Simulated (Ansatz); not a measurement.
Results of PBEsol-D3(BJ) in Ansatz (PAW) for tetradymite Bi2Te3.

Run with plane-wave cutoff 520 eV, 10×10×10 k mesh, Fermi–Dirac smearing 0.01 eV, scalar-relativistic PAW data made under PBE.

The cell is scaled about its equilibrium volume:

Shape and atoms are relaxed at each volume.

```tsv
V (Å³/atom)	P (GPa)	direct gap at Γ (eV)	c (Å)	a (Å)
30.564	2.22	0.180	29.278	4.252
31.201	1.03	0.177	29.446	4.284
31.837	0.00	0.177	29.620	4.315
32.474	-0.89	0.181	29.827	4.343
33.111	-1.64	0.195	30.086	4.366
```

The gap at Γ does not follow one straight line over these volumes.

Note: the bulk modulus comes from volumes at which shape and atoms were relaxed.

Spin–orbit coupling is not included; it can close the smallest gap of 0.18 eV.

Ansatz is a first-principles code.
